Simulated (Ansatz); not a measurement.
Ideal-gas functions of BH$_{3}$NO (`N[B]O`) radical at 298.15 K and 1 bar, from an Ansatz frequency run at PBE0-D4/def2-TZVP.

Molar mass 43.84 g/mol, point group Cs (symmetry number 1), electronic degeneracy 2, moments of inertia 5.089, 53.528, 58.618 u Å². Harmonic wavenumbers (cm⁻¹, unscaled): 393, 406, 428, 570, 888, 968, 1193, 1451, 1610, 3575, 3732, 3930.

Use S(trans) = R[1.5 ln M + 2.5 ln T − 1.1517]; rotational temperatures θ = 24.2544 K / I; S(rot) = R[ln(√π/σ · √(T³/θAθBθC)) + 1.5]; for each mode x = 1.438777 ν̃/T, S = R[x/(eˣ − 1) − ln(1 − e⁻ˣ)] and H = RT x/(eˣ − 1); 1 cm⁻¹ = 0.0119627 kJ/mol; R = 8.31446 J/(mol·K).

Q: By hand: the entropy, in J/(mol·K).

A: Translation 156.0. Rotation: θ = 4.766, 0.4531, 0.4138 K, giving 88.8. Vibration, mode by mode: 4.14, 3.94, 3.62, 2.11, 0.61, 0.45, 0.18, 0.06, 0.03, 0.00, 0.00, 0.00, in all 15.1. Electronic 5.8. Sum 265.7 J/(mol·K).

Q: By hand: H − E and G − E in kJ/mol, counted from the electronic energy.

A: Zero-point energy ½ × 19144 × 0.0119627 = 114.5; thermal vibration 3.2; translation, rotation and pV give 4 RT = 9.9. H − E = 127.6 kJ/mol, and G − E = 127.6 − 298.15 × 265.7/1000 = 48.4 kJ/mol.

Vibration gives 6 % of the entropy. The sum counts one conformer and one mirror image; others add a mixing term.
